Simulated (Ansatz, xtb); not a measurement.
C4H5NS: which of two isomers lies lower

We compare a, `N#C[C@@H]1C[C@H]1S`, a singlet, with b, `N#C[C@@H]1C[C@@H]1S`, a singlet. Both are isolated molecules in the gas phase, relaxed with PBE0-D3(BJ)/def2-SVP; the shapes shown needn't be the lowest conformers.

a (Å):

```xyz
11

C    -1.1046   -1.2997    1.6144
C    -0.4250   -1.4683    0.3591
C     1.0469   -1.7972    0.3307
C     0.5972   -0.4318   -0.0680
N    -1.6476   -1.1524    2.6273
S     0.7375    0.0126   -1.7899
H    -1.0401   -1.8937   -0.4398
H     1.3706   -2.4837   -0.4554
H     1.5661   -1.9030    1.2856
H     0.7906    0.3731    0.6476
H    -0.3310    0.8396   -1.8293
```

b (Å):

```xyz
11

C    -1.1112   -0.8753    1.3793
C    -0.6531   -0.9243    0.0173
C     0.1915   -2.0714   -0.4757
C     0.8167   -0.7253   -0.3092
N    -1.5064   -0.8132    2.4663
S     2.0321   -0.5452    0.9830
H    -1.3609   -0.4859   -0.6937
H    -0.0007   -2.4365   -1.4870
H     0.4539   -2.8387    0.2568
H     1.0091   -0.1521   -1.2216
H     1.6491    0.6830    1.3971
```

Problem. Which of the two would you expect CCSD(T)/def2-SVP + ΔMP2/def2-TZVPP electronic energies to favour?

Solution. CCSD(T)/def2-SVP + ΔMP2/def2-TZVPP gives E(b) − E(a) = +0.79 kcal/mol, slightly favouring structure a, which is too small a margin to settle the true order.

The same difference at several levels:

| level | geometry | E(b) − E(a) (kcal/mol) | departure from the last row (kcal/mol) | job, with rough time for the two |
| --- | --- | --- | --- | --- |
| PBE0-D3(BJ)/def2-SVP | PBE0-D3(BJ)/def2-SVP | +0.59 | −0.20 | optimisation, 83 s |
| HF/def2-SVP | PBE0-D3(BJ)/def2-SVP | +1.24 | +0.46 | part of the CCSD(T) run |
| MP2/def2-SVP | PBE0-D3(BJ)/def2-SVP | +0.51 | −0.28 | part of the CCSD(T) run |
| CCSD(T)/def2-SVP | PBE0-D3(BJ)/def2-SVP | +0.59 | −0.19 | single point |
| CCSD(T)/def2-SVP + ΔMP2/def2-TZVPP | PBE0-D3(BJ)/def2-SVP | +0.79 |  | single point, 40 s |

As drawn, both hold the same kinds of bond in the same numbers.

The largest departure from CCSD(T)/def2-SVP + ΔMP2/def2-TZVPP is that of HF/def2-SVP, 0.46 kcal/mol. Levels run at GFN2-xTB geometries aren't shown. The last row adds to CCSD(T) the change of the MP2 difference between the two basis sets, here +0.19 kcal/mol.

With thermal terms from frequencies at re-optimised GFN2-xTB minima (ideal gas, soft modes damped towards free rotors, one conformer each, 298.15 K, 1 atm): the zero-point term adds −0.08 kcal/mol; ΔH is +0.74 and ΔG +0.58 kcal/mol.

The correlated steps freeze 10 core orbitals. Programs: Ansatz 0.2.0, xtb 6.7.1; the last row on 2 threads of Arm Neoverse V2 on a shared host.
